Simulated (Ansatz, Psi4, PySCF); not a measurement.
Gas-phase reaction in SMILES: [PH2] (PH2) → [PH2] (PH2) as singlet, charge +1 + e-

Property: adiabatic ionisation energy (0 K, with zero-point energies), in eV. Conventions: UHF or UKS for open shells; non-relativistic; 6-31G* and kin with 6d, 5d where marked; frozen cores in correlated levels; 6-311+G** with 5d, 6d on Na to Ar in Ansatz (a program for electronic structure); dispersion terms only where a functional's name holds one; no spin-orbit coupling; LANL2DZ with its own core potentials from Na on. Ab initio and DFT rows: single points at B3LYP-D3(BJ) geometries (Ansatz), with unscaled harmonic terms from B3LYP/6-31G* at its own minima. The Hartree-Fock reference of [PH2] (PH2) as singlet, charge +1 is unstable towards a lower, spin-broken solution.

Measured values: CCCBDB table in ASE; they hold spin-orbit and core effects. 

Value to compare with, the measured value: 9.82 eV.

```csv
level,program,"adiabatic ionisation energy (0 K, with zero-point energies) (eV)",error
PBE/LANL2DZ,Ansatz,10.13,0.31
PBE/def2-SVP,Ansatz,9.94,0.12
BLYP/6-31G*,Ansatz,9.71,-0.11
B3LYP/STO-3G,Ansatz,7.63,-2.19
B3LYP/6-31G**,Ansatz,9.91,0.09
B3LYP/6-311+G**,Ansatz,9.93,0.11
PBE0/6-311+G**,Ansatz,10.01,0.19
wB97X-D/6-31G*,Psi4,9.89,0.07
MP2/STO-3G,Ansatz,6.66,-3.16
PBE0/def2-TZVPD,Ansatz,10.01,0.19
M06-2X/def2-TZVPD,PySCF,9.79,-0.03
```

Among the 9 habitual levels, MP2/STO-3G lies farthest from the measured value (-3.16 eV); 6 of 9 lie above it, and their mean absolute error is 0.71 eV, the median 0.12. One case shows no general order.

The levels are drawn from those run, B3LYP/6-31G* more often than the rest, none by its result; runs whose electronic state is in doubt are left out.
